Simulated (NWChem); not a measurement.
System: C2H3F; SMILES C=CF

Input file for NWChem:

```
start job
memory heap 200 mb stack 900 mb global 1100 mb
geometry units angstroms noautoz
  C     -0.236674     1.168760     0.000000
  C      0.424893     0.019725     0.000000
  F     -0.184020    -1.161365     0.000000
  H     -1.328429     1.191023     0.000000
  H      0.316275     2.108353     0.000000
  H      1.515840    -0.075106     0.000000
end
basis spherical
  * library def2-svp
end
dft
  xc b3lyp
  iterations 150
  mulliken
end
task dft energy
```

Parts of the log:

```
             Northwest Computational Chemistry Package (NWChem) 7.3.0
             --------------------------------------------------------

 CS  symmetry detected

                             Geometry "geometry" -> ""
                             -------------------------

 Output coordinates in angstroms (scale by  1.889725989 to convert to a.u.)

  No.       Tag          Charge          X              Y              Z
 ---- ---------------- ---------- -------------- -------------- --------------
    1 C                    6.0000    -0.22780870     1.17436602     0.00000000
    2 C                    6.0000     0.42600919     0.02090406     0.00000000
    3 F                    9.0000    -0.19083991    -1.15606061     0.00000000
    4 H                    1.0000    -1.31938911     1.20397709     0.00000000
    5 H                    1.0000     0.33145215     2.11021585     0.00000000
    6 H                    1.0000     1.51629317    -0.08126793     0.00000000

 Effective nuclear repulsion energy (a.u.)      67.6384134860

      Symmetry information
      --------------------

 Group name             Cs
 Group number              2
 Group order               2
 No. of unique centers     6

                                 NWChem DFT Module
                                 -----------------

 Summary of "ao basis" -> "ao basis" (spherical)
 ------------------------------------------------------------------------------
       Tag                 Description            Shells   Functions and Types
 ---------------- ------------------------------  ------  ---------------------
 C                          def2-svp                 6       14   3s2p1d
 F                          def2-svp                 6       14   3s2p1d
 H                          def2-svp                 3        5   2s1p

      Symmetry analysis of basis
      --------------------------

        a'         42
        a"         15

            General Information
            -------------------
          SCF calculation type: DFT
          Wavefunction type:  closed shell.
          No. of atoms     :     6
          No. of electrons :    24
           Alpha electrons :    12
            Beta electrons :    12
          Charge           :     0
          Spin multiplicity:     1
          Use of symmetry is: on ; symmetry adaption is: on
          Maximum number of iterations: 150
          AO basis - number of functions:    57
                     number of shells:    27
          Convergence on energy requested:  1.00D-06
          Convergence on density requested:  1.00D-05
          Convergence on gradient requested:  5.00D-04

              XC Information
              --------------
                         B3LYP Method XC Potential
                     Hartree-Fock (Exact) Exchange  0.200
                        Slater Exchange Functional  0.800 local
                    Becke 1988 Exchange Functional  0.720 non-local
              Lee-Yang-Parr Correlation Functional  0.810
                  VWN I RPA Correlation Functional  0.190 local

             Grid Information
             ----------------
          Grid used for XC integration:  medium
          Radial quadrature: Mura-Knowles
          Angular quadrature: Lebedev.
          Tag              B.-S. Rad. Rad. Pts. Rad. Cut. Ang. Pts.
          ---              ---------- --------- --------- ---------
          C                   0.70       49           8.0       434
          F                   0.50       49           9.0       434
          H                   0.35       45           9.0       434
          Grid pruning is: on
          Number of quadrature shells:   282
          Spatial weights used:  Erf1

      Superposition of Atomic Density Guess
      -------------------------------------

 Sum of atomic energies:        -176.03996945

      Non-variational initial energy
      ------------------------------

 Total energy =    -177.356868
 1-e energy   =    -375.001814
 2-e energy   =     130.006532
 HOMO         =      -0.305612
 LUMO         =       0.045304

      Symmetry analysis of molecular orbitals - initial
      -------------------------------------------------

  Numbering of irreducible representations:

     1 a'          2 a"

  Orbital symmetries:

     1 a'          2 a'          3 a'          4 a'          5 a'
     6 a'          7 a'          8 a"          9 a'         10 a'
    11 a'         12 a"         13 a"         14 a'         15 a'
    16 a'         17 a'         18 a'         19 a'         20 a'
    21 a"         22 a'

     ---------------------------------------------
      Total Density - Mulliken Population Analysis
     ---------------------------------------------

    Atom       Charge   Shell Charges
 -----------   ------   -------------------------------------------------------
    1 C    6     6.40   1.99  0.97  0.27  2.09  1.07  0.02
    2 C    6     5.54   1.99  0.92  0.26  1.64  0.66  0.07
    3 F    9     9.36   1.99  1.14  0.76  3.43  2.03  0.01
    4 H    1     0.88   0.66  0.20  0.03
    5 H    1     0.87   0.65  0.19  0.03
    6 H    1     0.93   0.68  0.23  0.02

   convergence    iter        energy       DeltaE   RMS-Dens  Diis-err
 ---------------- ----- ----------------- --------- --------- ---------
 d= 0,ls=0.0,diis     1   -177.6401537780 -2.45D+02  1.58D-02  4.24D-01
 d= 0,ls=0.0,diis     2   -177.6269649681  1.32D-02  8.47D-03  6.05D-01
 d= 0,ls=0.0,diis     3   -177.6872143991 -6.02D-02  2.34D-03  2.52D-02
 d= 0,ls=0.0,diis     4   -177.6897943174 -2.58D-03  9.45D-04  4.82D-03
 d= 0,ls=0.0,diis     5   -177.6903880204 -5.94D-04  1.93D-04  3.65D-04
  Resetting Diis
 d= 0,ls=0.0,diis     6   -177.6904177510 -2.97D-05  4.54D-05  9.04D-06
 d= 0,ls=0.0,diis     7   -177.6904188446 -1.09D-06  1.23D-05  2.78D-07
 d= 0,ls=0.0,diis     8   -177.6904188496 -5.02D-09  5.88D-06  2.29D-07

         Total DFT energy =     -177.690418849610
      One electron energy =     -377.124091283396
           Coulomb energy =      154.175590352435
    Exchange-Corr. energy =      -22.380331404653
 Nuclear repulsion energy =       67.638413486004

 Numeric. integr. density =       24.000001494184

                  Occupations of the irreducible representations
                  ----------------------------------------------

                     irrep           alpha         beta
                     --------     --------     --------
                     a'               10.0         10.0
                     a"                2.0          2.0

                       DFT Final Molecular Orbital Analysis
                       ------------------------------------

 Vector   10  Occ=2.000000D+00  E=-4.107868D-01  Symmetry=a'
              MO Center= -2.3D-01,  9.9D-01,  1.5D-15, r^2= 2.1D+00
   Bfn.  Coefficient  Atom+Function         Bfn.  Coefficient  Atom+Function
  ----- ------------  ---------------      ----- ------------  ---------------
     4      0.330825  1 C  px                48      0.327854  5 H  s
    43     -0.291311  4 H  s                 33     -0.254886  3 F  py
     5      0.236222  1 C  py                36      0.170151  3 F  py
    49      0.168311  5 H  s                 44     -0.127317  4 H  s
    32      0.117839  3 F  px                53     -0.098336  6 H  s

 Vector   11  Occ=2.000000D+00  E=-3.731674D-01  Symmetry=a'
              MO Center=  1.6D-01, -4.1D-01,  2.8D-16, r^2= 1.8D+00
   Bfn.  Coefficient  Atom+Function         Bfn.  Coefficient  Atom+Function
  ----- ------------  ---------------      ----- ------------  ---------------
    32      0.475054  3 F  px                35     -0.319359  3 F  px
    53      0.292615  6 H  s                 18      0.261304  2 C  px
     3     -0.212784  1 C  s                 33     -0.188783  3 F  py
     4     -0.173606  1 C  px                 5      0.170092  1 C  py
    54      0.166505  6 H  s                 43      0.136595  4 H  s

 Vector   12  Occ=2.000000D+00  E=-2.682430D-01  Symmetry=a"
              MO Center=  7.3D-03,  4.7D-01, -9.4D-18, r^2= 1.7D+00
   Bfn.  Coefficient  Atom+Function         Bfn.  Coefficient  Atom+Function
  ----- ------------  ---------------      ----- ------------  ---------------
     6      0.422777  1 C  pz                20      0.371915  2 C  pz
     9      0.306275  1 C  pz                34      0.290435  3 F  pz
    37     -0.227036  3 F  pz                23      0.202239  2 C  pz
    25      0.027336  2 C  d -1

 Vector   13  Occ=0.000000D+00  E= 1.070867D-02  Symmetry=a"
              MO Center=  1.1D-01,  5.4D-01, -2.7D-15, r^2= 2.0D+00
   Bfn.  Coefficient  Atom+Function         Bfn.  Coefficient  Atom+Function
  ----- ------------  ---------------      ----- ------------  ---------------
     9      0.630020  1 C  pz                23     -0.628350  2 C  pz
    20     -0.492935  2 C  pz                 6      0.403331  1 C  pz
    37      0.198859  3 F  pz                34     -0.194488  3 F  pz
    57     -0.027816  6 H  pz

 Vector   14  Occ=0.000000D+00  E= 7.960971D-02  Symmetry=a'
              MO Center=  1.3D+00,  9.1D-01, -5.4D-16, r^2= 4.0D+00
   Bfn.  Coefficient  Atom+Function         Bfn.  Coefficient  Atom+Function
  ----- ------------  ---------------      ----- ------------  ---------------
    54      1.553684  6 H  s                 49      1.278058  5 H  s
    17     -1.056139  2 C  s                  3     -0.731909  1 C  s
    21     -0.659226  2 C  px                 8     -0.498580  1 C  py
    18     -0.289711  2 C  px                 5     -0.191474  1 C  py
    16     -0.150492  2 C  s                  7     -0.139288  1 C  px

 Vector   15  Occ=0.000000D+00  E= 9.769944D-02  Symmetry=a'
              MO Center= -1.0D+00,  1.3D+00, -3.2D-16, r^2= 4.0D+00
   Bfn.  Coefficient  Atom+Function         Bfn.  Coefficient  Atom+Function
  ----- ------------  ---------------      ----- ------------  ---------------
     3      2.157653  1 C  s                 44     -1.869294  4 H  s
    49     -0.891204  5 H  s                 54      0.566711  6 H  s
    17     -0.547104  2 C  s                  7     -0.497089  1 C  px
    22     -0.262816  2 C  py                 2      0.247534  1 C  s
     8      0.225471  1 C  py                 4     -0.186519  1 C  px

     ---------------------------------------------
      Total Density - Mulliken Population Analysis
     ---------------------------------------------

    Atom       Charge   Shell Charges
 -----------   ------   -------------------------------------------------------
    1 C    6     6.07   1.99  0.89  0.22  2.10  0.86  0.02
    2 C    6     5.82   1.99  0.92  0.20  2.00  0.65  0.08
    3 F    9     9.19   1.99  1.14  0.77  3.36  1.93  0.01
    4 H    1     0.96   0.73  0.20  0.02
    5 H    1     0.96   0.74  0.20  0.02
    6 H    1     0.98   0.75  0.21  0.02

     -------------------------------------------
      Total Density - Lowdin Population Analysis
     -------------------------------------------

    Atom       Charge   Shell Charges
 -----------   ------   -------------------------------------------------------
    1 C    6     6.11   1.97  0.60  0.32  1.90  1.26  0.07
    2 C    6     5.91   1.96  0.61  0.31  1.80  1.06  0.17
    3 F    9     9.07   1.98  1.01  0.73  3.23  2.11  0.01
    4 H    1     0.97   0.62  0.27  0.07
    5 H    1     0.96   0.63  0.27  0.07
    6 H    1     0.98   0.64  0.27  0.07

     Multipole analysis of the density
     ---------------------------------

     L   x y z        total         alpha         beta         nuclear
     -   - - -        -----         -----         ----         -------
     0   0 0 0     -0.000000    -12.000000    -12.000000     24.000000

     1   1 0 0      0.278350      0.139175      0.139175     -0.000000
     1   0 1 0      0.390349      0.195175      0.195175     -0.000000
     1   0 0 1     -0.000000     -0.000000     -0.000000      0.000000

     2   2 0 0    -11.517049    -16.253625    -16.253625     20.990201
     2   1 1 0     -0.361360      0.852170      0.852170     -2.065700
     2   1 0 1     -0.000000     -0.000000     -0.000000      0.000000
     2   0 2 0    -13.043613    -53.329347    -53.329347     93.615082
     2   0 1 1      0.000000      0.000000      0.000000      0.000000
     2   0 0 2    -13.852687     -6.926343     -6.926343      0.000000
```

Level: B3LYP/def2-SVP. Geometry: optimised at PBE0/def2-SVP. B3LYP is NWChem's, with the RPA form of VWN correlation.
